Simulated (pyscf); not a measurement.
# Four-centre exchange: HO–B(F)–F (SMILES OB(F)F) + HCl (SMILES Cl) → HO–B(F)–F (SMILES OB(F)F) + HCl (SMILES Cl)

Gas phase, singlet surface, charge 0. Bonds broken: O1–H5, Cl6–H7. Bonds formed: O1–H7, H5–Cl6. Optimised with ωB97X-D3(BJ)/def2-SVP in PySCF. Correlated levels are frozen-core, on RHF or UHF. ΔMP2 is the change of the MP2 total energy from the triple- to the quadruple-zeta basis.

Transition state (Å):

```xyz
7

O     -0.8791    -0.2297    -0.0409
B      0.0736     0.5186    -0.7340
F      0.6822     1.4960    -0.1134
F      0.3097     0.2353    -1.9891
H     -0.8543    -1.3102    -0.1515
Cl    -0.3197    -2.3235     1.2624
H     -0.6330    -0.5558     0.9661
```

One imaginary mode, 1419i cm⁻¹; descent along it reached the two sides named.

```csv
bond,change,reactant side (Å),saddle,product side
O1–H5,breaks,0.965,1.087,1.991
Cl6–H7,breaks,1.291,1.820,3.7
O1–H7,forms,1.986,1.087,0.965
H5–Cl6,forms,3.8,1.820,1.291
```

Electronic energies relative to the separated reactants (eV):

```csv
level,barrier,reaction energy,reverse barrier
ωB97X-D3(BJ)/def2-TZVP,1.57,0.00,1.57
PBE/def2-TZVP,1.27,0.00,1.27
r²SCAN/def2-TZVP,1.35,0.00,1.35
B3LYP-D3(BJ)/def2-TZVP,1.46,0.00,1.46
PBE0-D3(BJ)/def2-TZVP,1.39,0.00,1.39
M06-2X/def2-TZVP,1.51,0.00,1.51
ωB97M-D3(BJ)/def2-TZVP,1.53,0.00,1.53
HF/def2-TZVP,2.17,0.00,2.17
MP2/def2-QZVPP,1.53,0.00,1.53
CCSD/def2-TZVPP,1.78,0.00,1.78
CCSD(T)/def2-TZVPP,1.67,0.00,1.67
CCSD(T)/def2-TZVPP + ΔMP2(QZVPP),1.62,0.00,1.62
```

With CCSD(T)/def2-TZVPP + ΔMP2(QZVPP) energies and thermal terms (ideal gas, 1 atm, RRHO with modes under 100 cm⁻¹ raised to 100, one conformer, R ln 2 for chiral ones without a mode under 150 cm⁻¹), in eV:

```json
[
 {"T (K)": "298", "ΔH‡": "1.57", "ΔG‡": "1.99", "ΔH": "0.00", "ΔG": "0.00"},
 {"T (K)": "600", "ΔH‡": "1.56", "ΔG‡": "2.42", "ΔH": "0.00", "ΔG": "0.00"},
 {"T (K)": "900", "ΔH‡": "1.57", "ΔG‡": "2.85", "ΔH": "0.00", "ΔG": "0.00"},
 {"T (K)": "1200", "ΔH‡": "1.58", "ΔG‡": "3.28", "ΔH": "0.00", "ΔG": "0.00"}
]
```

The same reactants have a lower exit, to H₂O + F–B(F)–Cl (barrier +0.91 eV at ωB97M-D3(BJ)/def2-TZVP, against +1.53 eV here). One saddle was located; it need not be the lowest between these sides. The CCSD(T) − MP2 part came from Ansatz, without density fitting, on the same reference.
